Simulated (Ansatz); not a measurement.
Trigonal Se: PBE at its full settings (plane-wave cutoff 520 eV, 12×12×8 k mesh (along the axes of the cell as run), Fermi–Dirac smearing 0.01 eV, scalar-relativistic PAW data made under PBE) and at cheaper ones, in a cell of 3 atoms with Γ-centred meshes.

```json
[
 {"level and setting": "PBE (Ansatz)", "equilibrium lattice constant a (Å)": "4.528", "lattice parameter c (Å)": "5.043", "bulk modulus (GPa)": "4.5"},
 {"level and setting": "PBE (2×2×2 k mesh) (Ansatz)", "equilibrium lattice constant a (Å)": "4.643", "lattice parameter c (Å)": "4.921", "bulk modulus (GPa)": "9.1"},
 {"level and setting": "PBE (4×4×4 k mesh) (Ansatz)", "equilibrium lattice constant a (Å)": "4.511", "lattice parameter c (Å)": "5.050", "bulk modulus (GPa)": "4.8"},
 {"level and setting": "PBE (6×6×6 k mesh) (Ansatz)", "equilibrium lattice constant a (Å)": "4.531", "lattice parameter c (Å)": "5.042", "bulk modulus (GPa)": "4.5"},
 {"level and setting": "PBE (Fermi-Dirac smearing of 0.3 eV) (Ansatz)", "equilibrium lattice constant a (Å)": "4.470", "lattice parameter c (Å)": "5.093", "bulk modulus (GPa)": "4.9"}
]
```

Largest shifts from the full settings: lattice constant a +2.54 % (PBE (2×2×2 k mesh)), against a difference of +3.73 % of the full result from the reference 4.365 Å (measured, 293 K, not corrected to a static lattice; as tabulated in Wikipedia's data pages); lattice parameter c -2.42 % (PBE (2×2×2 k mesh)), against a difference of +1.71 % of the full result from the reference 4.958 Å (measured, 293 K, not corrected to a static lattice; as tabulated in Wikipedia's data pages); bulk modulus +102 % (PBE (2×2×2 k mesh)).

Caveats: the cell comes from a level without a dispersion term, which matters for the spacing of layers, chains or molecules (PBE, PBE (2×2×2 k mesh), PBE (4×4×4 k mesh), PBE (6×6×6 k mesh), PBE (Fermi-Dirac smearing of 0.3 eV)). Ansatz's density-functional and Hartree–Fock values are scalar-relativistic unless marked +SOC, with PAW data made under PBE.

Run with cheap settings on purpose, which may leave them unconverged: PBE (2×2×2 k mesh), PBE (4×4×4 k mesh), PBE (6×6×6 k mesh), PBE (Fermi-Dirac smearing of 0.3 eV).

Ansatz is a first-principles code.
